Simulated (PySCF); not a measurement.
# Which proton of methoxyethene is most acidic?

System: `C=COC` (C3H6O). Numbering: `[CH2:1]=[CH:2][O:3][CH3:4]`

Level of theory: ωB97X-D3(BJ)/ma-def2-TZVP single points in PySCF, grid level 2; every species was optimised with PBE0-D3(BJ)/ma-def2-SVP. Thermal corrections: PBE0-D3(BJ)/ma-def2-SVP frequencies, unscaled, ideal gas at 298.15 K and 1 bar, quasi-RRHO entropy.

| site | product | ΔH(acid) / eV | ΔG(acid) / eV | gas share | above best in acetonitrile / eV |
| --- | --- | --- | --- | --- | --- |
| C1 (alkene carbon) | `[CH-]=COC` | 17.47 | 17.13 | 66 % | 0.061 |
| C2 (alkene carbon) | `C=[C-]OC` | 17.48 | 17.15 | 34 % | 0.000 |
| C4 (methyl carbon) | `C=CO[CH2-]` | 17.70 | 17.36 | < 0.1 % | 0.305 |

ΔH and ΔG refer to AH → A⁻ + H⁺ in the gas phase. Shares are Boltzmann weights among the listed products; an error of 10 kJ/mol changes a ratio about 56-fold. Sites whose products fell apart, merged with another or lost in a GFN2-xTB screen aren't listed. Values in solvent are IEF-PCM free energies relative to the most favourable product.

C1 (alkene carbon) comes out 0.02 eV ahead of C2 in free energy (0.024 eV in electronic energy). That lies inside the method's error, so the order is undecided and the shares mean little.

In acetonitrile the product from C2 is solvated 2.71 eV more strongly than the parent (electrostatics only); C2 comes first there, though a continuum can't settle small differences.

Vertical detachment energies of the anions: `C=CO[CH2-]` 1.24 eV.

Deprotonation enthalpy (ΔH), Gas-phase acidity (ΔG): the gap is larger than usual, and may come from another state, site, conformer or species, from the functional or basis, or from an outlying measurement.

Measured values (NIST Chemistry WebBook, evaluated or the median of agreeing entries): deprotonation enthalpy (ΔH) 1720 kJ/mol (computed 1686, difference -34); gas-phase acidity (ΔG) 1690 kJ/mol (computed 1653, difference -37). These are compared with the most favourable site that keeps the skeleton.

Note: the order of C1 and C2 is undecided: the gaps lie inside the method's error (some 10 kJ/mol, one structure a species); one E/Z form of each vinyl-type anion was tried, and another may lie lower.

Hardware: 1 thread of Arm Neoverse V1, shared with other jobs. Command: `OMP_NUM_THREADS=1 python redox_run.py task.json out`. Structures, frequencies and single points: 7.4 min.
